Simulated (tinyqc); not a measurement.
RHF in the sto-3g basis, for H2O, spin multiplicity 1, step by step (part 1 of 2). Computed by tinyqc, a small Python program that keeps every step (integrals from PySCF). Settings: charge = 0, multiplicity = 1, basis = sto-3g, energy threshold = 1e-08, iteration cap = 76, orthogonalisation = symmetric, start = highest core orbitals, DIIS depth = 0, shift = 1.0, method = RHF. Command: `OMP_NUM_THREADS=1 python tinyqc.py 27283 27284 out.jsonl` (the two numbers bound the seeds that draw the settings). One thread of a shared host (Intel(R) Xeon(R) Processor @ 2.60GHz), about 0.06 s of CPU time with the checks. Later iterations appear only in the table of the cycle.

## One-electron integrals

Geometry (angstrom):
```
atom         x          y         z
O     0.000000   0.000000  0.000000
H     0.000000   0.965000  0.638000
H     0.000000  -0.965000  0.638000
```

Basis sto-3g: exponents (1/bohr^2) and contraction coefficients of normalised primitives:
```
element  l (shell)    exponent  coefficient
O            s (1)  130.709320     0.154329
O            s (1)   23.808861     0.535328
O            s (1)    6.443608     0.444635
O            s (2)    5.033151    -0.099967
O            s (2)    1.169596     0.399513
O            s (2)    0.380389     0.700115
O            p (3)    5.033151     0.155916
O            p (3)    1.169596     0.607684
O            p (3)    0.380389     0.391957
H            s (1)    3.425251     0.154329
H            s (1)    0.623914     0.535328
H            s (1)    0.168855     0.444635
```

Overlap, kinetic and nuclear-attraction integrals over the contracted functions; the nuclear repulsion is the sum of Za Zb / Rab.

nuclear repulsion = 7.59314564 hartree

overlap S, order 1O 1s, 1O 2s, 1O 2px, 1O 2py, 1O 2pz, 2H 1s, 3H 1s:
```
[[1.000000, 0.236704, 0.000000, 0.000000, 0.000000, 0.033562, 0.033562],
 [0.236704, 1.000000, 0.000000, 0.000000, 0.000000, 0.353907, 0.353907],
 [0.000000, 0.000000, 1.000000, 0.000000, 0.000000, 0.000000, 0.000000],
 [0.000000, 0.000000, 0.000000, 1.000000, 0.000000, 0.265958, -0.265958],
 [0.000000, 0.000000, 0.000000, 0.000000, 1.000000, 0.175835, 0.175835],
 [0.033562, 0.353907, 0.000000, 0.265958, 0.175835, 1.000000, 0.133585],
 [0.033562, 0.353907, 0.000000, -0.265958, 0.175835, 0.133585, 1.000000]]
```

kinetic energy T (hartree), order 1O 1s, 1O 2s, 1O 2px, 1O 2py, 1O 2pz, 2H 1s, 3H 1s:
```
[[29.003200, -0.168011, 0.000000, 0.000000, 0.000000, -0.008913, -0.008913],
 [-0.168011, 0.808128, 0.000000, 0.000000, 0.000000, 0.052755, 0.052755],
 [0.000000, 0.000000, 2.528731, 0.000000, 0.000000, 0.000000, 0.000000],
 [0.000000, 0.000000, 0.000000, 2.528731, 0.000000, 0.129158, -0.129158],
 [0.000000, 0.000000, 0.000000, 0.000000, 2.528731, 0.085392, 0.085392],
 [-0.008913, 0.052755, 0.000000, 0.129158, 0.085392, 0.760032, -0.009106],
 [-0.008913, 0.052755, 0.000000, -0.129158, 0.085392, -0.009106, 0.760032]]
```

nuclear attraction V (hartree), order 1O 1s, 1O 2s, 1O 2px, 1O 2py, 1O 2pz, 2H 1s, 3H 1s:
```
[[-61.533325, -7.399633, 0.000000, 0.000000, -0.011723, -1.073349, -1.073349],
 [-7.399633, -9.963598, 0.000000, 0.000000, -0.144579, -2.667774, -2.667774],
 [0.000000, 0.000000, -9.837703, 0.000000, 0.000000, 0.000000, 0.000000],
 [0.000000, 0.000000, 0.000000, -9.947823, 0.000000, -1.760151, 1.760151],
 [-0.011723, -0.144579, 0.000000, 0.000000, -9.885837, -1.197088, -1.197088],
 [-1.073349, -2.667774, 0.000000, -1.760151, -1.197088, -5.099545, -0.773574],
 [-1.073349, -2.667774, 0.000000, 1.760151, -1.197088, -0.773574, -5.099545]]
```

core Hamiltonian H = T + V (hartree), order 1O 1s, 1O 2s, 1O 2px, 1O 2py, 1O 2pz, 2H 1s, 3H 1s:
```
[[-32.530125, -7.567644, 0.000000, 0.000000, -0.011723, -1.082261, -1.082261],
 [-7.567644, -9.155471, 0.000000, 0.000000, -0.144579, -2.615019, -2.615019],
 [0.000000, 0.000000, -7.308972, 0.000000, 0.000000, 0.000000, 0.000000],
 [0.000000, 0.000000, 0.000000, -7.419092, 0.000000, -1.630992, 1.630992],
 [-0.011723, -0.144579, 0.000000, 0.000000, -7.357106, -1.111696, -1.111696],
 [-1.082261, -2.615019, 0.000000, -1.630992, -1.111696, -4.339513, -0.782680],
 [-1.082261, -2.615019, 0.000000, 1.630992, -1.111696, -0.782680, -4.339513]]
```

## Two-electron integrals

Functions are numbered as in S; the eight-fold symmetry (ij|kl) = (ji|kl) = (kl|ij) leaves the list below.

Two-electron integrals (ij|kl) in chemists' order, unique and non-zero (hartree):
```
(11|11) 4.785065    (21|11) 0.741380    (21|21) 0.136873    (22|11) 1.118947
(22|21) 0.256633    (22|22) 0.817206    (31|31) 0.024477    (32|31) 0.037809
(32|32) 0.180518    (33|11) 1.115814    (33|21) 0.256684    (33|22) 0.817023
(33|33) 0.880159    (41|41) 0.024477    (42|41) 0.037809    (42|42) 0.180518
(43|43) 0.047444    (44|11) 1.115814    (44|21) 0.256684    (44|22) 0.817023
(44|33) 0.785270    (44|44) 0.880159    (51|51) 0.024477    (52|51) 0.037809
(52|52) 0.180518    (53|53) 0.047444    (54|54) 0.047444    (55|11) 1.115814
(55|21) 0.256684    (55|22) 0.817023    (55|33) 0.785270    (55|44) 0.785270
(55|55) 0.880159    (61|11) 0.106322    (61|21) 0.019482    (61|22) 0.036359
(61|33) 0.036288    (61|41) 0.000739    (61|42) 0.001395    (61|44) 0.036440
(61|51) 0.000489    (61|52) 0.000922    (61|54) 0.000101    (61|55) 0.036354
(61|61) 0.002808    (62|11) 0.282301    (62|21) 0.065663    (62|22) 0.234431
(62|33) 0.230278    (62|41) 0.004113    (62|42) 0.032631    (62|44) 0.238785
(62|51) 0.002719    (62|52) 0.021574    (62|54) 0.005625    (62|55) 0.233996
(62|61) 0.009547    (62|62) 0.086256    (63|31) 0.006576    (63|32) 0.039342
(63|43) 0.006616    (63|53) 0.004374    (63|63) 0.011729    (64|11) 0.178000
(64|21) 0.041908    (64|22) 0.159746    (64|33) 0.152657    (64|41) 0.008860
(64|42) 0.060167    (64|44) 0.171353    (64|51) 0.001510    (64|52) 0.013768
(64|54) 0.007986    (64|55) 0.155045    (64|61) 0.006336    (64|62) 0.071462
(64|64) 0.070265    (65|11) 0.117683    (65|21) 0.027707    (65|22) 0.105615
(65|33) 0.100928    (65|41) 0.001510    (65|42) 0.013768    (65|44) 0.104539
(65|51) 0.007574    (65|52) 0.048445    (65|54) 0.009004    (65|55) 0.111255
(65|61) 0.004189    (65|62) 0.047247    (65|64) 0.038701    (65|65) 0.037315
(66|11) 0.449578    (66|21) 0.106241    (66|22) 0.436903    (66|33) 0.420098
(66|41) 0.007948    (66|42) 0.088851    (66|44) 0.454806    (66|51) 0.005255
(66|52) 0.058743    (66|54) 0.022947    (66|55) 0.435269    (66|61) 0.015546
(66|62) 0.210713    (66|64) 0.199259    (66|65) 0.131738    (66|66) 0.774606
(71|11) 0.106322    (71|21) 0.019482    (71|22) 0.036359    (71|33) 0.036288
(71|41) -0.000739   (71|42) -0.001395   (71|44) 0.036440    (71|51) 0.000489
(71|52) 0.000922    (71|54) -0.000101   (71|55) 0.036354    (71|61) 0.002761
(71|62) 0.009213    (71|64) 0.005641    (71|65) 0.004048    (71|66) 0.014878
(71|71) 0.002808    (72|11) 0.282301    (72|21) 0.065663    (72|22) 0.234431
(72|33) 0.230278    (72|41) -0.004113   (72|42) -0.032631   (72|44) 0.238785
(72|51) 0.002719    (72|52) 0.021574    (72|54) -0.005625   (72|55) 0.233996
(72|61) 0.009213    (72|62) 0.066723    (72|64) 0.038758    (72|65) 0.035414
(72|66) 0.129254    (72|71) 0.009547    (72|72) 0.086256    (73|31) 0.006576
(73|32) 0.039342    (73|43) -0.006616   (73|53) 0.004374    (73|63) 0.008675
(73|73) 0.011729    (74|11) -0.178000   (74|21) -0.041908   (74|22) -0.159746
(74|33) -0.152657   (74|41) 0.008860    (74|42) 0.060167    (74|44) -0.171353
(74|51) -0.001510   (74|52) -0.013768   (74|54) 0.007986    (74|55) -0.155045
(74|61) -0.005641   (74|62) -0.038758   (74|64) -0.014384   (74|65) -0.020198
(74|66) -0.069596   (74|71) -0.006336   (74|72) -0.071462   (74|74) 0.070265
(75|11) 0.117683    (75|21) 0.027707    (75|22) 0.105615    (75|33) 0.100928
(75|41) -0.001510   (75|42) -0.013768   (75|44) 0.104539    (75|51) 0.007574
(75|52) 0.048445    (75|54) -0.009004   (75|55) 0.111255    (75|61) 0.004048
(75|62) 0.035414    (75|64) 0.020198    (75|65) 0.027194    (75|66) 0.074425
(75|71) 0.004189    (75|72) 0.047247    (75|74) -0.038701   (75|75) 0.037315
(76|11) 0.077705    (76|21) 0.018234    (76|22) 0.070517    (76|33) 0.068977
(76|44) 0.070561    (76|51) 0.001194    (76|52) 0.011267    (76|55) 0.071935
(76|61) 0.002617    (76|62) 0.025265    (76|64) 0.018312    (76|65) 0.015597
(76|66) 0.063734    (76|71) 0.002617    (76|72) 0.025265    (76|74) -0.018312
(76|75) 0.015597    (76|76) 0.009309    (77|11) 0.449578    (77|21) 0.106241
(77|22) 0.436903    (77|33) 0.420098    (77|41) -0.007948   (77|42) -0.088851
(77|44) 0.454806    (77|51) 0.005255    (77|52) 0.058743    (77|54) -0.022947
(77|55) 0.435269    (77|61) 0.014878    (77|62) 0.129254    (77|64) 0.069596
(77|65) 0.074425    (77|66) 0.272986    (77|71) 0.015546    (77|72) 0.210713
(77|74) -0.199259   (77|75) 0.131738    (77|76) 0.063734    (77|77) 0.774606
```

## Orthogonalisation

S = U s U^T; symmetric (Loewdin) form X = U s^(-1/2) U^T, so that X^T S X = 1.

eigenvalues of S: [0.470453, 0.551202, 0.894238, 1.000000, 1.091295, 1.315213, 1.677598]

X, order 1O 1s, 1O 2s, 1O 2px, 1O 2py, 1O 2pz, 2H 1s, 3H 1s:
```
[[1.023436, -0.134857, 0.000000, 0.000000, -0.005879, 0.017990, 0.017990],
 [-0.134857, 1.134264, 0.000000, 0.000000, 0.054506, -0.201116, -0.201116],
 [0.000000, 0.000000, 1.000000, 0.000000, 0.000000, 0.000000, 0.000000],
 [0.000000, 0.000000, 0.000000, 1.067927, 0.000000, -0.165336, 0.165336],
 [-0.005879, 0.054506, 0.000000, 0.000000, 1.026446, -0.097957, -0.097957],
 [0.017990, -0.201116, 0.000000, -0.165336, -0.097957, 1.105792, -0.045181],
 [0.017990, -0.201116, 0.000000, 0.165336, -0.097957, -0.045181, 1.105792]]
```

## Starting guess

The start is the highest orbitals of the core Hamiltonian (a deliberately bad start); D = 2 C_occ C_occ^T.

D at the start, order 1O 1s, 1O 2s, 1O 2px, 1O 2py, 1O 2pz, 2H 1s, 3H 1s:
```
[[0.014792, -0.082472, 0.000000, 0.000000, 0.124722, 0.064111, 0.064111],
 [-0.082472, 0.533329, 0.000000, 0.000000, -0.446829, -0.616404, -0.616404],
 [0.000000, 0.000000, 2.000000, 0.000000, 0.000000, 0.000000, 0.000000],
 [0.000000, 0.000000, 0.000000, 2.390282, 0.000000, -0.733729, 0.733729],
 [0.124722, -0.446829, 0.000000, 0.000000, 1.892282, -0.335170, -0.335170],
 [0.064111, -0.616404, 0.000000, -0.733729, -0.335170, 2.569603, -0.189216],
 [0.064111, -0.616404, 0.000000, 0.733729, -0.335170, -0.189216, 2.569603]]
```

## Iteration 1: building the Fock matrix

J_ij = sum D_kl (ij|kl), K_ij = sum D_kl (ik|jl); F = H + J - 0.5 K; E = tr D H + tr D J / 2 - 0.25 tr D K + E_nn.

Coulomb J (hartree), order 1O 1s, 1O 2s, 1O 2px, 1O 2py, 1O 2pz, 2H 1s, 3H 1s:
```
[[8.487527, 1.959945, 0.000000, 0.000000, -0.022293, 0.277191, 0.277191],
 [1.959945, 6.582574, 0.000000, 0.000000, -0.012576, 2.034554, 2.034554],
 [0.000000, 0.000000, 6.524248, 0.000000, 0.000000, 0.000000, 0.000000],
 [0.000000, 0.000000, 0.000000, 6.658401, 0.000000, 1.463148, -1.463148],
 [-0.022293, -0.012576, 0.000000, 0.000000, 6.560868, 0.967685, 0.967685],
 [0.277191, 2.034554, 0.000000, 1.463148, 0.967685, 4.641748, 0.656460],
 [0.277191, 2.034554, 0.000000, -1.463148, 0.967685, 0.656460, 4.641748]]
```

exchange K (hartree), order 1O 1s, 1O 2s, 1O 2px, 1O 2py, 1O 2pz, 2H 1s, 3H 1s:
```
[[0.165065, 0.229777, 0.000000, 0.000000, -0.021323, 0.039478, 0.039478],
 [0.229777, 1.261817, 0.000000, 0.000000, -0.550280, 0.416698, 0.416698],
 [0.000000, 0.000000, 1.990298, 0.000000, 0.000000, 0.000000, 0.000000],
 [0.000000, 0.000000, 0.000000, 2.085758, 0.000000, 0.490707, -0.490707],
 [-0.021323, -0.550280, 0.000000, 0.000000, 1.852597, 0.175211, 0.175211],
 [0.039478, 0.416698, 0.000000, 0.490707, 0.175211, 1.602664, 0.138687],
 [0.039478, 0.416698, 0.000000, -0.490707, 0.175211, 0.138687, 1.602664]]
```

Fock matrix F (hartree), order 1O 1s, 1O 2s, 1O 2px, 1O 2py, 1O 2pz, 2H 1s, 3H 1s:
```
[[-24.125131, -5.722587, 0.000000, 0.000000, -0.023354, -0.824809, -0.824809],
 [-5.722587, -3.203805, 0.000000, 0.000000, 0.117986, -0.788814, -0.788814],
 [0.000000, 0.000000, -1.779873, 0.000000, 0.000000, 0.000000, 0.000000],
 [0.000000, 0.000000, 0.000000, -1.803569, 0.000000, -0.413198, 0.413198],
 [-0.023354, 0.117986, 0.000000, 0.000000, -1.722537, -0.231617, -0.231617],
 [-0.824809, -0.788814, 0.000000, -0.413198, -0.231617, -0.499097, -0.195563],
 [-0.824809, -0.788814, 0.000000, 0.413198, -0.231617, -0.195563, -0.499097]]
```

total energy of this density = -28.11613247 hartree

## Iteration 1: diagonalisation and new density

A level shift of 1 hartree raises the virtual space: F + shift (S - S D(s) S), with D(s) the density of one spin (D/2). Diagonalise F' = X^T F X, C = X C', fill 5 alpha and 5 beta electrons from the bottom; D = 2 C_occ C_occ^T. Each column has its largest component positive (the first on a tie).

F' = X^T F X (hartree):
```
[[-22.802125, -2.645470, 0.000000, 0.000000, -0.082540, -0.127186, -0.127186],
 [-2.645470, -1.328456, 0.000000, 0.000000, 0.443045, -0.173068, -0.173068],
 [0.000000, 0.000000, -1.779873, 0.000000, 0.000000, 0.000000, 0.000000],
 [0.000000, 0.000000, 0.000000, -1.781680, 0.000000, -0.154262, 0.154262],
 [-0.082540, 0.443045, 0.000000, 0.000000, -1.613217, -0.053776, -0.053776],
 [-0.127186, -0.173068, 0.000000, -0.154262, -0.053776, -0.231506, -0.045320],
 [-0.127186, -0.173068, 0.000000, 0.154262, -0.053776, -0.045320, -0.231506]]
```

orbital energies (hartree): [-23.125168, -1.853419, -1.810972, -1.779873, -0.859095, -0.182940, -0.156893]

coefficients C, order 1O 1s, 1O 2s, 1O 2px, 1O 2py, 1O 2pz, 2H 1s, 3H 1s:
```
[[0.999894, 0.115223, 0.000000, 0.000000, -0.206848, 0.102169, 0.000000],
 [0.000356, -0.486776, 0.000000, 0.000000, 0.850723, -0.654160, 0.000000],
 [0.000000, 0.000000, 0.000000, 1.000000, 0.000000, 0.000000, 0.000000],
 [0.000000, 0.000000, 1.027313, 0.000000, 0.000000, 0.000000, -0.373856],
 [0.000867, 0.880729, 0.000000, 0.000000, 0.454764, -0.305440, 0.000000],
 [0.000313, -0.008678, -0.055561, 0.000000, 0.066747, 0.779925, 0.828624],
 [0.000313, -0.008678, 0.055561, 0.000000, 0.066747, 0.779925, -0.828624]]
```

D after iteration 1, order 1O 1s, 1O 2s, 1O 2px, 1O 2py, 1O 2pz, 2H 1s, 3H 1s:
```
[[2.111701, -0.463405, 0.000000, 0.000000, 0.016562, -0.028988, -0.028988],
 [-0.463405, 1.921363, 0.000000, 0.000000, -0.083680, 0.122015, 0.122015],
 [0.000000, 0.000000, 2.000000, 0.000000, 0.000000, 0.000000, 0.000000],
 [0.000000, 0.000000, 0.000000, 2.110745, 0.000000, -0.114157, 0.114157],
 [0.016562, -0.083680, 0.000000, 0.000000, 1.964989, 0.045423, 0.045423],
 [-0.028988, 0.122015, 0.000000, -0.114157, 0.045423, 0.015235, 0.002887],
 [-0.028988, 0.122015, 0.000000, 0.114157, 0.045423, 0.002887, 0.015235]]
```

## Iteration 2: building the Fock matrix

As before.

Coulomb J (hartree), order 1O 1s, 1O 2s, 1O 2px, 1O 2py, 1O 2pz, 2H 1s, 3H 1s:
```
[[18.426502, 3.510376, 0.000000, 0.000000, -0.003393, 0.499857, 0.499857],
 [3.510376, 8.729358, 0.000000, 0.000000, -0.014167, 2.430468, 2.430468],
 [0.000000, 0.000000, 8.719046, 0.000000, 0.000000, 0.000000, 0.000000],
 [0.000000, 0.000000, 0.000000, 8.726875, 0.000000, 1.629804, -1.629804],
 [-0.003393, -0.014167, 0.000000, 0.000000, 8.718797, 1.074363, 1.074363],
 [0.499857, 2.430468, 0.000000, 1.629804, 1.074363, 4.391048, 0.717572],
 [0.499857, 2.430468, 0.000000, -1.629804, 1.074363, 0.717572, 4.391048]]
```

exchange K (hartree), order 1O 1s, 1O 2s, 1O 2px, 1O 2py, 1O 2pz, 2H 1s, 3H 1s:
```
[[9.826245, 1.713239, 0.000000, 0.000000, -0.001848, 0.259021, 0.259021],
 [1.713239, 2.816952, 0.000000, 0.000000, -0.026448, 0.808523, 0.808523],
 [0.000000, 0.000000, 2.333798, 0.000000, 0.000000, 0.000000, 0.000000],
 [0.000000, 0.000000, 0.000000, 2.363000, 0.000000, 0.418262, -0.418262],
 [-0.001848, -0.026448, 0.000000, 0.000000, 2.328186, 0.304053, 0.304053],
 [0.259021, 0.808523, 0.000000, 0.418262, 0.304053, 0.441052, 0.219460],
 [0.259021, 0.808523, 0.000000, -0.418262, 0.304053, 0.219460, 0.441052]]
```

Fock matrix F (hartree), order 1O 1s, 1O 2s, 1O 2px, 1O 2py, 1O 2pz, 2H 1s, 3H 1s:
```
[[-19.016745, -4.913887, 0.000000, 0.000000, -0.014191, -0.711915, -0.711915],
 [-4.913887, -1.834589, 0.000000, 0.000000, -0.145521, -0.588813, -0.588813],
 [0.000000, 0.000000, 0.243175, 0.000000, 0.000000, 0.000000, 0.000000],
 [0.000000, 0.000000, 0.000000, 0.126284, 0.000000, -0.210319, 0.210319],
 [-0.014191, -0.145521, 0.000000, 0.000000, 0.197598, -0.189360, -0.189360],
 [-0.711915, -0.588813, 0.000000, -0.210319, -0.189360, -0.168991, -0.174838],
 [-0.711915, -0.588813, 0.000000, 0.210319, -0.189360, -0.174838, -0.168991]]
```

total energy of this density = -73.82641045 hartree

## Iteration 2: diagonalisation and new density

As before.

F' = X^T F X (hartree):
```
[[-18.641384, -2.655619, 0.000000, 0.000000, -0.030784, -0.045499, -0.045499],
 [-2.655619, -0.669081, 0.000000, 0.000000, 0.024727, -0.564990, -0.564990],
 [0.000000, 0.000000, 0.243175, 0.000000, 0.000000, 0.000000, 0.000000],
 [0.000000, 0.000000, 0.000000, 0.310593, 0.000000, -0.386685, 0.386685],
 [-0.030784, 0.024727, 0.000000, 0.000000, 0.293401, -0.303596, -0.303596],
 [-0.045499, -0.564990, 0.000000, -0.386685, -0.303596, 1.032287, -0.124747],
 [-0.045499, -0.564990, 0.000000, 0.386685, -0.303596, -0.124747, 1.032287]]
```

orbital energies (hartree): [-19.027213, -0.700855, 0.042318, 0.183063, 0.243175, 1.425310, 1.435481]

coefficients C, order 1O 1s, 1O 2s, 1O 2px, 1O 2py, 1O 2pz, 2H 1s, 3H 1s:
```
[[0.993656, -0.236442, 0.000000, 0.082606, 0.000000, 0.000000, 0.127311],
 [0.026891, 0.865574, 0.000000, -0.361459, 0.000000, 0.000000, -0.712750],
 [0.000000, 0.000000, 0.000000, 0.000000, 1.000000, 0.000000, 0.000000],
 [0.000000, 0.000000, 0.855787, 0.000000, 0.000000, -0.680272, 0.000000],
 [0.002397, 0.163944, 0.000000, 0.904188, 0.000000, 0.000000, -0.480987],
 [-0.004485, 0.158731, 0.210015, 0.134345, 0.000000, 0.803491, 0.754685],
 [-0.004485, 0.158731, -0.210015, 0.134345, 0.000000, -0.803491, 0.754685]]
```

D after iteration 2, order 1O 1s, 1O 2s, 1O 2px, 1O 2py, 1O 2pz, 2H 1s, 3H 1s:
```
[[2.100162, -0.415593, 0.000000, 0.000000, 0.076619, -0.061779, -0.061779],
 [-0.415593, 1.761189, 0.000000, 0.000000, -0.369714, 0.177426, 0.177426],
 [0.000000, 0.000000, 2.000000, 0.000000, 0.000000, 0.000000, 0.000000],
 [0.000000, 0.000000, 0.000000, 1.464742, 0.000000, 0.359456, -0.359456],
 [0.076619, -0.369714, 0.000000, 0.000000, 1.688879, 0.294970, 0.294970],
 [-0.061779, 0.177426, 0.000000, 0.359456, 0.294970, 0.174741, -0.001684],
 [-0.061779, 0.177426, 0.000000, -0.359456, 0.294970, -0.001684, 0.174741]]
```
